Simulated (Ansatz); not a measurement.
Calculated with Ansatz (gas phase, PBE0-D4/def2-TZVP geometries, no zero-point term in ΔE). CBS: MP2 limit from def2 TZ/QZ plus the TZ coupled-cluster correction, frozen cores. This one scheme is used for every species. Double bonds are as drawn, so ΔE can hold a change between cis and trans. DFT in def2-TZVPP. B3LYP here is the variant with VWN-RPA as its local correlation; programs differ in this. Triplets are unrestricted, without spin–orbit coupling. One conformer a species, not always the lowest.

`C/C=C/CF` → `C/C=C\F` + `[CH2]` (triplet)  (formal loss of a carbene)

`C/C=C/CF`:

Cartesian coordinates in Å:
```
C 1.221 -1.336 0.727
C 0.013 -0.599 0.264
C 0.026 0.615 -0.267
C -1.175 1.358 -0.731
F -2.334 0.635 -0.546
H 2.132 -0.753 0.576
H 1.146 -1.585 1.790
H 1.330 -2.285 0.192
H -0.945 -1.101 0.375
H 0.967 1.149 -0.394
H -1.098 1.595 -1.800
H -1.282 2.305 -0.187
```

`C/C=C\F`:

Cartesian coordinates in Å:
```
C -0.799 -0.250 -0.778
C 0.084 0.546 0.118
C 0.988 0.055 0.945
F 1.212 -1.263 1.066
H -1.853 -0.061 -0.556
H -0.640 0.025 -1.825
H -0.613 -1.319 -0.673
H -0.005 1.628 0.110
H 1.627 0.639 1.595
```

`[CH2]` (triplet):

```xyz
3

C    -0.167    0.146    0.164
H    -0.434    0.229   -0.878
H     0.601   -0.375    0.714
```

(1) Is it downhill or uphill in electronic energy at CCSD(T)/CBS, and by how much? (Best estimate.)

(2) What do these levels give: B3LYP-D4, ωB97M-V, PBE, SCS-MP2/def2-QZVPP, HF/CBS(def2), MP2/CBS(def2)? (Estimate.)

Largest T1 diagnostic among the species: 0.011.

Answers

(1) The calculation gave: Uphill: ΔE = +4.49 eV.

(2) The calculation gave: B3LYP-D4 4.40, ωB97M-V 4.49, PBE 4.44, SCS-MP2/def2-QZVPP 4.60, HF/CBS(def2) 3.03, MP2/CBS(def2) 4.62 eV.

The D4 term adds +0.09 eV with B3LYP and +0.05 eV with PBE0; it sums over pairs of atoms, weighted by their polarisabilities, and B3LYP, whose exchange is more repulsive, gets the larger term. In def2-TZVPP, CCSD(T) changes the Hartree–Fock value by +1.34 eV (the triples alone add +0.10 eV) and MP2 by +1.47 eV.
